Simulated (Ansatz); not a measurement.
**A ladder of methods for AlH2OF (SMILES [OH][AlH][F])**

AlH2OF: 5 atoms, total charge 0, spin state singlet. As SMILES, `[OH][AlH][F]`. Geometry: a GFN2-xTB relaxation, a rough one for these elements and not checked as a minimum. This is one conformer, not always the lowest.

| atom | x (Å) | y (Å) | z (Å) |
| --- | --- | --- | --- |
| O | -1.0217 | 0.3258 | -0.3273 |
| Al | 0.4730 | -0.1391 | 0.1441 |
| F | 0.7788 | -1.5669 | 0.9121 |
| H | -1.8711 | 0.6287 | -0.6143 |
| H | 1.6411 | 0.7515 | -0.1146 |

Quantity: the energy change with the O1–Al2 bond stretched from 1.635 to 3.270 Å, in eV. The values are calculated.

| level | kind | program | value (eV) | less FCI/STO-3G |
| --- | --- | --- | --- | --- |
| HF/STO-3G (restricted) | Hartree–Fock | Ansatz | 9.36 | +5.04 |
| SVWN5/STO-3G (restricted) | LDA | Ansatz | 6.73 | +2.41 |
| revPBE/STO-3G (restricted) | GGA | Ansatz | 5.98 | +1.66 |
| r2SCAN0/STO-3G (restricted) | hybrid meta-GGA | Ansatz | 7.39 | +3.07 |
| CAM-B3LYP/STO-3G (restricted) | range-separated hybrid | Ansatz | 7.63 | +3.31 |
| HSE06/STO-3G (restricted) | range-separated hybrid | Ansatz | 7.07 | +2.75 |
| B2PLYP/STO-3G (restricted) | double hybrid | Ansatz | 6.17 | +1.85 |
| MP2/STO-3G (restricted) | perturbation theory | Ansatz | 6.48 | +2.16 |
| BCCD(T)/STO-3G (restricted) | coupled cluster or CI | Ansatz | 4.20 | -0.12 |
| FCI/STO-3G | exact in the basis | Ansatz | 4.32 | 0.00 |

FCI/STO-3G is exact within its basis and frozen core, so for wave-function methods in that basis the difference is their error; functionals converge differently with the basis, so for them it is only a difference. A spin-restricted reference rises too steeply as a bond breaks; here HF/STO-3G, SVWN5/STO-3G, revPBE/STO-3G, r2SCAN0/STO-3G, CAM-B3LYP/STO-3G, HSE06/STO-3G, B2PLYP/STO-3G, MP2/STO-3G lie well above the multireference or unrestricted value. The first shape isn't each level's own minimum. The values span 4.20 to 9.36 eV. All rows use very small basis sets, so none should be taken for the real molecule's value.
